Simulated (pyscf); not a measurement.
Thermochemistry of product channels of H₂N–SiH₂–NH₂ (SMILES N[SiH2]N) + HF (SMILES F) on the singlet surface, in kcal/mol, from ωB97M-D3(BJ)/def2-TZVP energies (ideal gas, 1 atm, RRHO with modes under 100 cm⁻¹ raised to 100, one conformer, R ln 2 for chiral ones without a mode under 150 cm⁻¹). PySCF, gas phase, ωB97X-D3(BJ)/def2-SVP geometries.

```csv
products,ΔE,ΔH(298 K),ΔG(298 K),ΔG(600 K)
H₂N–SiH(NH₂)–F (SMILES N[SiH](N)F) + H₂ (SMILES [H][H]),-36.1,-38.4,-37.1,-35.9
NH₃ (SMILES N) + H₂N–SiH₂–F (SMILES N[SiH2]F),-23.4,-22.4,-22.7,-22.7
```

These are energies of the channels, which say nothing of barriers.
